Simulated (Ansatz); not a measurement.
# FOSi: the cost of one run

Computed with Ansatz 0.2.0, Gaussian basis. Level: def2-QZVPP, all electrons in the functionals, frozen cores in the correlation of double hybrids and RPA.

Plan: wB97M-V, B2PLYP, at charge 0, quartet; charge 0, doublet; charge 0, sextet; charge 1, triplet; charge 1, quintet.

### 1 The system

The geometry is a PBE0/def2-TZVP stationary point (not a proven minimum).

3 atoms, charge 0, spin multiplicity 4.

Atoms are counted from 1 here; the program's logs count them from 0.

Bond lengths: F1–Si3 1.602 Å, O2–Si3 1.725 Å. Angles: F1–Si3–O2 115.7°.

No dispersion term is added; wB97M-V holds VV10 nonlocal correlation.

The geometry shown and the zero of energy belong to the point charge 0, quartet. The yardstick, UCCSD(T), and other wave-function levels (R restricted, U unrestricted, valence and pair active spaces) come from earlier runs.

### 2 wB97M-V, charge 0, quartet

Input file in.yaml:

```yaml
crystal:
  periodic: [false, false, false]
  atoms:
    - {symbol: F, position_ang: [0.000000, 0.390347, 1.310206]}
    - {symbol: O, position_ang: [0.000000, 0.397529, -1.506653]}
    - {symbol: Si, position_ang: [0.000000, -0.490510, -0.027996]}
basis:
  gaussian: {orbitals: "def2-QZVPP.json"}
magnetization: {spin_polarized: true, initial_magnetization: 3}
hamiltonian: {xc: {name: wB97M-V}}
output: {orbitals: {seedname: orbitals}}
```

Command:

```
$ ansatz run in.yaml --threads 1 --pin off --events-out ev --progress --plain --max-ram 2393MiB
```

**Question.** How long does this run take on 1 thread of Arm Neoverse N1, shared host, and how much memory does it need?

About 2.4 min, with a peak of 0.6 GiB.
